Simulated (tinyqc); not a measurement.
Inside a calculation. Method: UHF in the sto-6g basis, for BH2+, spin multiplicity 1. One step of it, computed by the program tinyqc.

Question. Iteration 23 (converged): orbitals. Diagonalise F' = X^T F X, C = X C', fill 3 alpha and 3 beta electrons from the bottom; D(s) = C_occ C_occ^T. Each column has its largest component positive (the first on a tie).

converged F(alpha) (hartree), order 1B 1s, 1B 2s, 1B 2px, 1B 2py, 1B 2pz, 2H 1s, 3H 1s:
$$\begin{pmatrix}
-8.066874 & -2.245864 & 0.000000 & -0.001663 & 0.007604 & -0.707630 & -0.579649 \\
-2.245864 & -1.428299 & 0.000016 & -0.016133 & -0.131526 & -0.830728 & -0.748248 \\
0.000000 & 0.000016 & -0.190944 & -0.000063 & 0.000003 & -0.000024 & 0.000042 \\
-0.001663 & -0.016133 & -0.000063 & -0.703719 & -0.010833 & -0.552284 & 0.522004 \\
0.007604 & -0.131526 & 0.000003 & -0.010833 & -0.255956 & -0.235074 & -0.218400 \\
-0.707630 & -0.830728 & -0.000024 & -0.552284 & -0.235074 & -0.807890 & -0.195087 \\
-0.579649 & -0.748248 & 0.000042 & 0.522004 & -0.218400 & -0.195087 & -0.730691
\end{pmatrix}$$

converged F(beta) (hartree), order 1B 1s, 1B 2s, 1B 2px, 1B 2py, 1B 2pz, 2H 1s, 3H 1s:
$$\begin{pmatrix}
-8.066874 & -2.245864 & 0.000000 & -0.001663 & 0.007604 & -0.707630 & -0.579649 \\
-2.245864 & -1.428299 & -0.000016 & -0.016133 & -0.131526 & -0.830728 & -0.748248 \\
0.000000 & -0.000016 & -0.190944 & 0.000063 & -0.000003 & 0.000024 & -0.000042 \\
-0.001663 & -0.016133 & 0.000063 & -0.703719 & -0.010833 & -0.552284 & 0.522004 \\
0.007604 & -0.131526 & -0.000003 & -0.010833 & -0.255956 & -0.235074 & -0.218400 \\
-0.707630 & -0.830728 & 0.000024 & -0.552284 & -0.235074 & -0.807890 & -0.195087 \\
-0.579649 & -0.748248 & -0.000042 & 0.522004 & -0.218400 & -0.195087 & -0.730691
\end{pmatrix}$$

X, order 1B 1s, 1B 2s, 1B 2px, 1B 2py, 1B 2pz, 2H 1s, 3H 1s:
$$\begin{pmatrix}
1.030371 & -0.163332 & 0.000000 & -0.000750 & -0.010654 & 0.023260 & 0.024162 \\
-0.163332 & 1.334095 & 0.000000 & 0.035154 & 0.132494 & -0.410478 & -0.339383 \\
0.000000 & 0.000000 & 1.000000 & 0.000000 & 0.000000 & 0.000000 & 0.000000 \\
-0.000750 & 0.035154 & 0.000000 & 1.256183 & 0.013009 & -0.380154 & 0.330147 \\
-0.010654 & 0.132494 & 0.000000 & 0.013009 & 1.057328 & -0.175216 & -0.150550 \\
0.023260 & -0.410478 & 0.000000 & -0.380154 & -0.175216 & 1.346040 & -0.033723 \\
0.024162 & -0.339383 & 0.000000 & 0.330147 & -0.150550 & -0.033723 & 1.268914
\end{pmatrix}$$

Give: F' = X^T F X; orbital energies; coefficients C; F' = X^T F X; orbital energies; coefficients C; D(alpha) after iteration 23; D(beta) after iteration 23.

Answer.

F' = X^T F X (alpha) (hartree):
$$\begin{pmatrix}
-7.8986 & -1.0983 & 0.0000 & 0.0034 & 0.0092 & -0.1307 & -0.0849 \\
-1.0983 & -0.6300 & 0.0000 & 0.0211 & 0.0439 & -0.4757 & -0.4175 \\
0.0000 & 0.0000 & -0.1909 & -0.0001 & 0.0000 & 0.0000 & 0.0000 \\
0.0034 & 0.0211 & -0.0001 & -0.2959 & 0.0040 & -0.4728 & 0.4353 \\
0.0092 & 0.0439 & 0.0000 & 0.0040 & -0.1739 & -0.1879 & -0.1664 \\
-0.1307 & -0.4757 & 0.0000 & -0.4728 & -0.1879 & -0.2432 & -0.0697 \\
-0.0849 & -0.4175 & 0.0000 & 0.4353 & -0.1664 & -0.0697 & -0.2627
\end{pmatrix}$$

orbital energies (alpha) (hartree): MO1 -8.0688, MO2 -1.0226, MO3 -0.8823, MO4 -0.2501, MO5 -0.1909, MO6 0.2941, MO7 0.4254

coefficients C (alpha), order 1B 1s, 1B 2s, 1B 2px, 1B 2py, 1B 2pz, 2H 1s, 3H 1s:
$$\begin{pmatrix}
0.9952 & -0.2260 & 0.0234 & 0.1163 & 0.0000 & 0.1699 & 0.0720 \\
0.0198 & 0.6269 & -0.0861 & -0.5215 & 0.0000 & -1.0726 & -0.5346 \\
0.0000 & 0.0000 & 0.0001 & 0.0000 & 1.0000 & 0.0000 & 0.0000 \\
0.0005 & 0.0597 & 0.5841 & 0.0019 & 0.0000 & 0.4287 & -1.1421 \\
0.0008 & 0.1130 & -0.0083 & 0.8464 & 0.0000 & -0.6199 & -0.2749 \\
-0.0038 & 0.3524 & 0.3421 & 0.1804 & 0.0000 & 0.5079 & 1.2749 \\
-0.0034 & 0.2645 & -0.4100 & 0.1952 & 0.0001 & 1.1588 & -0.4896
\end{pmatrix}$$

F' = X^T F X (beta) (hartree):
$$\begin{pmatrix}
-7.8986 & -1.0983 & 0.0000 & 0.0034 & 0.0092 & -0.1307 & -0.0849 \\
-1.0983 & -0.6300 & 0.0000 & 0.0211 & 0.0439 & -0.4757 & -0.4175 \\
0.0000 & 0.0000 & -0.1909 & 0.0001 & 0.0000 & 0.0000 & 0.0000 \\
0.0034 & 0.0211 & 0.0001 & -0.2959 & 0.0040 & -0.4728 & 0.4353 \\
0.0092 & 0.0439 & 0.0000 & 0.0040 & -0.1739 & -0.1879 & -0.1664 \\
-0.1307 & -0.4757 & 0.0000 & -0.4728 & -0.1879 & -0.2432 & -0.0697 \\
-0.0849 & -0.4175 & 0.0000 & 0.4353 & -0.1664 & -0.0697 & -0.2627
\end{pmatrix}$$

orbital energies (beta) (hartree): MO1 -8.0688, MO2 -1.0226, MO3 -0.8823, MO4 -0.2501, MO5 -0.1909, MO6 0.2941, MO7 0.4254

coefficients C (beta), order 1B 1s, 1B 2s, 1B 2px, 1B 2py, 1B 2pz, 2H 1s, 3H 1s:
$$\begin{pmatrix}
0.9952 & -0.2260 & 0.0234 & 0.1163 & 0.0000 & 0.1699 & 0.0720 \\
0.0198 & 0.6269 & -0.0861 & -0.5215 & 0.0000 & -1.0726 & -0.5346 \\
0.0000 & 0.0000 & -0.0001 & 0.0000 & 1.0000 & 0.0000 & 0.0000 \\
0.0005 & 0.0597 & 0.5841 & 0.0019 & 0.0000 & 0.4287 & -1.1421 \\
0.0008 & 0.1130 & -0.0083 & 0.8464 & 0.0000 & -0.6199 & -0.2749 \\
-0.0038 & 0.3524 & 0.3421 & 0.1804 & 0.0000 & 0.5079 & 1.2749 \\
-0.0034 & 0.2645 & -0.4100 & 0.1952 & -0.0001 & 1.1588 & -0.4896
\end{pmatrix}$$

D(alpha) after iteration 23, order 1B 1s, 1B 2s, 1B 2px, 1B 2py, 1B 2pz, 2H 1s, 3H 1s:
$$\begin{pmatrix}
1.0420 & -0.1240 & 0.0000 & 0.0007 & -0.0250 & -0.0754 & -0.0728 \\
-0.1240 & 0.4008 & 0.0000 & -0.0129 & 0.0716 & 0.1914 & 0.2011 \\
0.0000 & 0.0000 & 0.0000 & 0.0001 & 0.0000 & 0.0000 & 0.0000 \\
0.0007 & -0.0129 & 0.0001 & 0.3448 & 0.0019 & 0.2209 & -0.2237 \\
-0.0250 & 0.0716 & 0.0000 & 0.0019 & 0.0128 & 0.0370 & 0.0333 \\
-0.0754 & 0.1914 & 0.0000 & 0.2209 & 0.0370 & 0.2413 & -0.0470 \\
-0.0728 & 0.2011 & 0.0000 & -0.2237 & 0.0333 & -0.0470 & 0.2381
\end{pmatrix}$$

D(beta) after iteration 23, order 1B 1s, 1B 2s, 1B 2px, 1B 2py, 1B 2pz, 2H 1s, 3H 1s:
$$\begin{pmatrix}
1.0420 & -0.1240 & 0.0000 & 0.0007 & -0.0250 & -0.0754 & -0.0728 \\
-0.1240 & 0.4008 & 0.0000 & -0.0129 & 0.0716 & 0.1914 & 0.2011 \\
0.0000 & 0.0000 & 0.0000 & -0.0001 & 0.0000 & 0.0000 & 0.0000 \\
0.0007 & -0.0129 & -0.0001 & 0.3448 & 0.0019 & 0.2209 & -0.2237 \\
-0.0250 & 0.0716 & 0.0000 & 0.0019 & 0.0128 & 0.0370 & 0.0333 \\
-0.0754 & 0.1914 & 0.0000 & 0.2209 & 0.0370 & 0.2413 & -0.0470 \\
-0.0728 & 0.2011 & 0.0000 & -0.2237 & 0.0333 & -0.0470 & 0.2381
\end{pmatrix}$$
